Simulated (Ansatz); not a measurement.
# Al2H2 (triplet): wB97M-V, HSE06 over a scan of the distance Al1–Al2, 6-31G

Aim: run Al2H2 (triplet) with these functionals over a scan of the distance Al1–Al2, and hold them against the top wave-function level at the same points.

Computed with Ansatz 0.2.0, Gaussian basis. Level: 6-31G, all electrons in the functionals.

Plan: wB97M-V, HSE06, at 1.876 Å; 2.019 Å; 2.300 Å; 2.509 Å; 2.758 Å; 3.145 Å; 3.701 Å; 4.258 Å; 5.089 Å; 6.355 Å; 7.972 Å.

20 further runs of the same task are left out: 16 that didn't finish, 4 set aside as unsound or not needed.

## (1) The system

The geometry derives from a PBE0/def2-TZVP stationary point (not a proven minimum). One bond is set to the value named and the two fragments are kept rigid.

4 atoms, charge 0, spin multiplicity 3.

Atoms are counted from 1 here; the program's logs count them from 0.

Bond lengths: Al1–Al2 2.300 Å, Al1–H3 1.575 Å, Al2–H4 1.575 Å. Angles: Al2–Al1–H3 180.0°, Al1–Al2–H4 180.0°.

No dispersion term is added; wB97M-V holds VV10 nonlocal correlation. HSE06 is the plane-wave form.

The geometry shown and the zero of energy belong to the point 2.300 Å. The yardstick, FCI, and other wave-function levels (R restricted, U unrestricted, valence and pair active spaces) come from earlier runs.

## (2) wB97M-V, 1.876 Å

The input, in.yaml:

```yaml
crystal:
  periodic: [false, false, false]
  atoms:
    - {symbol: Al, position_ang: [0.000000, 0.000000, -0.938000]}
    - {symbol: Al, position_ang: [0.000000, 0.000000, 0.938000]}
    - {symbol: H, position_ang: [0.000000, 0.000000, -2.512543]}
    - {symbol: H, position_ang: [0.000000, 0.000000, 2.512543]}
basis:
  gaussian: {orbitals: 6-31G}
magnetization: {spin_polarized: true, initial_magnetization: 2}
hamiltonian: {xc: {name: wB97M-V}}
output: {forces: true, orbitals: {seedname: orbitals}}
```

Launch:

```console
$ ansatz run in.yaml --threads 1 --pin off --events-out ev --progress --plain --max-ram 2393MiB
```

After this run come: wB97M-V, 2.019 Å; wB97M-V, 2.300 Å; wB97M-V, 2.509 Å; wB97M-V, 2.758 Å; wB97M-V, 3.145 Å; wB97M-V, 3.701 Å; wB97M-V, 4.258 Å; wB97M-V, 5.089 Å; wB97M-V, 6.355 Å; wB97M-V, 7.972 Å; HSE06, 1.876 Å; HSE06, 2.019 Å; HSE06, 2.300 Å; HSE06, 2.509 Å; HSE06, 2.758 Å; HSE06, 3.145 Å; HSE06, 3.701 Å; HSE06, 4.258 Å; HSE06, 5.089 Å; HSE06, 6.355 Å; HSE06, 7.972 Å.

Before running them: what should the planned runs give, taken together? Wanted: span of the FCI curve; largest miss, wB97M-V; largest miss, HSE06.

**Answer**, as computed:

```
             quantity                   value
span of the FCI curve            232.3 kJ/mol
largest miss, wB97M-V  +49.1 kJ/mol (5.089 Å)
  largest miss, HSE06  +71.6 kJ/mol (7.972 Å)
```

In words: Of the functionals, wB97M-V keep the smallest largest miss at the points compared (at most 49.1 kJ/mol) and HSE06 strays most (71.6 kJ/mol, at 7.972 Å). Functionals and the yardstick converge differently with the basis, so part of each miss in 6-31G is the basis.
